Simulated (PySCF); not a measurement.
# Simulated absorption spectrum

Thiazole, C3H3NS.
Cartesian coordinates in Å at the PBE0-D3(BJ)/def2-TZVP level; atoms count from 1:
```xyz
8
C3H3NS angstrom
C      0.6031    0.9281    0.4938
C      1.0522   -0.3169    0.8126
S     -0.2302   -1.4331    0.6881
C     -1.2740   -0.1547    0.2193
N     -0.7157    1.0136    0.1586
H      1.2114    1.8227    0.4914
H      2.0445   -0.6214    1.1052
H     -2.3165   -0.3397   -0.0030
```

Computed with TDDFT CAM-B3LYP/aug-cc-pVTZ, vertical, gas phase, core orbitals frozen in the response in PySCF 2.14.0, density-fitted response routines. Geometry: PBE0-D3(BJ)/def2-TZVP; no solvent, vibrations or thermal averaging.

Computed states:

| state | E (eV) | f |
| --- | --- | --- |
| S1 | 5.56 | 0.0004 |
| S2 | 5.78 | 0.088 |
| S3 | 6.23 | 0.0040 |
| S4 | 6.42 | 0.036 |
| S5 | 6.48 | 0.0006 |
| S6 | 6.98 | 0.0050 |
| S7 | 7.14 | 0.026 |
| S8 | 7.24 | 0.0015 |
| S9 | 7.28 | 0.134 |
| S10 | 7.38 | 0.0001 |

Broadening: Gaussians 0.25 eV wide at half height, area fixed by f = 4.319×10⁻⁹ ∫ε dν̃. The width is an assumption, not a result. The curve ends short of the highest state used, and states not computed would add to its high-energy end.

Problem. What does the envelope look like, and where are its maxima?

Solution. 
λ (nm), ε (L mol⁻¹ cm⁻¹) and a bar:
```
    182.9        105 
    184.8        111 
    186.8        462 #
    188.7       1382 ####
    190.7       2864 #########
    192.6       3909 #############
    194.5       3804 ############
    196.5       2704 #########
    198.4       1570 #####
    200.4        780 ##
    202.3        405 #
    204.3        366 #
    206.2        859 ###
    208.1       2241 #######
    210.1       4796 ###############
    212.0       7581 ########################
    214.0       9380 ##############################
    215.9       9014 #############################
    217.9       6797 ######################
    219.8       4193 #############
    221.7       2132 #######
    223.7        868 ###
    225.6        320 #
    227.6        102 
    229.5         34 
    231.5         11 
    233.4          4 
    235.4          1 
    237.3          0 
    239.2          0
```

Maxima: 215 nm (5.78 eV), ε about 9500, made up of S2 (100%); 193 nm (6.41 eV), ε about 4000, made up of S4 (96%) (ε in L mol⁻¹ cm⁻¹; maxima over ε = 5, shares over 10%). At its high-energy end, 6.78 eV, the curve is still rising (ε about 110, from S4 and S6).

Problem. What would ε be at 5.78 eV, the highest of these maxima, with half the width (0.125 eV)?

Solution. About 19000 L mol⁻¹ cm⁻¹ against 9500, a factor of about 2.00; a lone state at its own centre would give exactly 2.

Problem. On this curve, what absorbance would a 10⁻³ mol/L sample give at 193 nm over a 1 cm path?

Solution. 193 nm is 6.424 eV, where ε is about 4000 L mol⁻¹ cm⁻¹, so A = ε c l ≈ 4 (Beer–Lambert, with the gas-phase spectrum and the assumed width).

Problem. Coming from long wavelengths, where does ε first pass 100 L mol⁻¹ cm⁻¹?

Solution. At about 228 nm (5.45 eV), 0.11 eV below S1.
